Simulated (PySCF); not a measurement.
Some computed properties have been withheld. Give your best values.

Compound: Si(NH2)2.
Z-matrix (Å and degrees, PBE0-D3(BJ)/def2-SVP geometry), rows numbered from 1:
```
Si
N   1  1.7279
H   2  1.0132  1  120.42
H   2  1.0162  1  127.96  3  -179.21
N   1  1.7279  2   99.92  3   179.66
H   5  1.0133  1  120.44  2   179.97
H   5  1.0162  1  127.98  2    -0.04
```

| property | level | value |
| --- | --- | --- |
| point group | PBE0-D3(BJ)/def2-SVP | C2v |
| rotational constants A, B, C | PBE0-D3(BJ)/def2-SVP | 22.821, 8.047, 5.949 GHz |
| dipole moment | wB97X-D/def2-SVPD | 2.28 D |
| HOMO energy | wB97X-D/def2-SVPD | ? |
| LUMO energy | wB97X-D/def2-SVPD | 1.37 eV |
| lowest singlet excitation | TDDFT wB97X-D/def2-SVPD | 5.24 eV (237 nm, f = 0.103) |
| strongest line among the 10 lowest singlet transitions | TDDFT wB97X-D/def2-SVPD | ? |
| lowest triplet excitation (Tamm–Dancoff) | TDA wB97X-D/def2-SVPD | 3.36 eV |
| static isotropic polarisability | wB97X-D/def2-SVPD | 49.4 au |
| electronic spatial extent ⟨r²⟩ about the centre of nuclear charge | wB97X-D/def2-SVPD | 239 bohr² |
| 1H chemical shifts (computed TMS as zero) by class | GIAO PBE0/pcSseg-1 | ? |
| isotropic shieldings of nuclei other than C and H, by class | GIAO PBE0/pcSseg-1 | ? |
| core binding energies | ΔSCF SCAN, pcX-2 on the ionised atom, pcseg-1 elsewhere, spin-free X2C, 2p3/2 from a spin–orbit splitting computed afterwards within the 2p shell | ? |

The electronic properties come from PySCF, for the isolated species, density fitting. NMR classes are plain means over equivalent atoms (diastereotopic ones count apart unless rotation or inversion swaps them), as if these changed places fast; in this geometry the members of some classes differ.

**Question.** Give the HOMO energy.

**Answer.** -8.29 eV.

**Question.** Give the strongest line among the 10 lowest singlet transitions.

**Answer.** S3 at 6.63 eV (187 nm, f = 0.440).

**Question.** Give the 1H chemical shifts (computed TMS as zero) by class.

**Answer.** 2.86 (H3/H4/H6/H7) ppm.

**Question.** Give the isotropic shieldings of nuclei other than C and H, by class.

**Answer.** 166 (N2/N5), 229 (Si1) ppm.

**Question.** The core binding energies?

**Answer.** Si2p3/2 106.6 (Si1), N1s 404.5 (N2/N5), Si1s 1846.5 (Si1) eV.

In wavenumbers S1 is 42300 cm⁻¹ (1 eV = 8065.54 cm⁻¹). The rotational constants make it an asymmetric top with κ = (2B − A − C)/(A − C) = -0.75, nearer the prolate limit (−1). Point group C2v permits a dipole; with 2.28 D the species has a pure rotational spectrum. The largest Löwdin shares of the HOMO are 0.76 on Si1, 0.10 on N2 and 0.10 on N5. The vertical singlet–triplet gap S1 − T1 is 1.88 eV (TDDFT singlet less Tamm–Dancoff triplet; S1: HOMO→LUMO, weight 0.98; T1: HOMO→LUMO, weight 0.99).

For the TDDFT job (wB97X-D/def2-SVPD), time: 3.5 s wall. Hardware: Arm Neoverse V2, one thread (shared host).

One conformer stands for the species.
